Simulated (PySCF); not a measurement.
H₂N, SMILES [NH2] (connectivity only; charge and spin as stated), charge -1, multiplicity 1.

Geometry: r2SCAN-D4/def2-TZVPD. The multiplicity is an assumed one; other spin states were not compared. The isomer is the one that the SMILES or the coordinates give; other isomers of the formula were not compared.

The numbers are results of PBE/def2-TZVPD (PySCF), not measurements.

Isolated molecule, no solvent. A positive occupied level means that this level leaves the electron formally unbound; only the finite basis holds it.

Computed frontier levels, gap, dipole moment and polarisability:
```yaml
highest_occupied_level: 3.16 eV
lowest_empty_level: 5.28 eV
orbital_gap: 2.11 eV
dipole_moment_about_the_centre_of_nuclear_charge: 1.20 D
mean_static_polarisability: 35.4 bohr³ (5.24 Å³)
polarisability_principal_values: 29.8, 33.3, 43.1 bohr³
```
